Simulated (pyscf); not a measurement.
F–SiH₂–SiH₂• (SMILES F[SiH2][SiH2]) + H₂ (SMILES [H][H]) → F–SiH₂–SiH₃ (SMILES F[SiH2][SiH3]) + H• (SMILES [H]) (hydrogen abstraction; doublet surface; H–H broken, H–Si formed). Single points on ωB97X-D3(BJ)/def2-SVP structures (PySCF, gas phase). Energies in kcal/mol from the separated reactants.

```
level                   barrier  reaction energy
----------------------  -------  ---------------
ωB97X-D3(BJ)/def2-TZVP     18.8            +14.5
r²SCAN/def2-TZVP           17.5            +18.9
B3LYP-D3(BJ)/def2-TZVP      ___              ___
M06-2X/def2-TZVP           22.4            +17.6
ωB97M-D3(BJ)/def2-TZVP      ___            +14.9
HF/def2-TZVP               21.7            +10.1
```

Question: Fill in the missing entries.

Answer: 
- B3LYP-D3(BJ)/def2-TZVP, barrier: 18.0
- B3LYP-D3(BJ)/def2-TZVP, reaction energy: +18.1
- ωB97M-D3(BJ)/def2-TZVP, barrier: 19.2

At r²SCAN this geometry lies under the product side: in single points on another level's saddle the reverse barrier vanishes, and the forward threshold there is about the reaction energy. This is the saddle that the search found; another between the same sides may lie lower. The angle at the transferred H is 177°.
